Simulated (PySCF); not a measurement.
Ionisation energies (eV) were calculated with PySCF 2.14 by PBE0, UHF, LDA, in another order, as differences of total energies without spin-orbit coupling. The measured values are between term centres (NIST).

| species | measured | A | B | C |
| --- | --- | --- | --- | --- |
| C⁺ (x2c-QZVPPall, spin-free X2C) | 24.378 | 24.772 | 24.169 | 24.835 |
| Si⁺ (x2c-QZVPPall, spin-free X2C) | 16.322 | 16.359 | 15.835 | 16.425 |
| S (x2c-QZVPPall, spin-free X2C) | 10.336 | 10.550 | 9.219 | 10.385 |
| Cl (x2c-QZVPPall, spin-free X2C) | 12.974 | 13.183 | 11.746 | 12.934 |
| Mn (x2c-QZVPPall, spin-free X2C) | 7.434 | 7.566 | 6.021 | 7.092 |
| Zn (x2c-QZVPPall, spin-free X2C) | 9.394 | 9.904 | 7.777 | 9.269 |
| Zn⁺ (x2c-QZVPPall, spin-free X2C) | 17.964 | 19.022 | 16.857 | 18.329 |
| Cd (x2c-QZVPPall, spin-free X2C) | 8.994 | 9.406 | 7.331 | 8.762 |

Question: Which column is which method?

Answer: A is LDA (mean error 0.37 eV); B is UHF (mean error -1.11 eV); C is PBE0 (mean error 0.03 eV). LDA overbinds the outer electron and comes out highest. Hartree-Fock lacks the correlation of the electron removed and comes out lowest. PBE0, with a quarter of exact exchange, lies close to experiment on average.
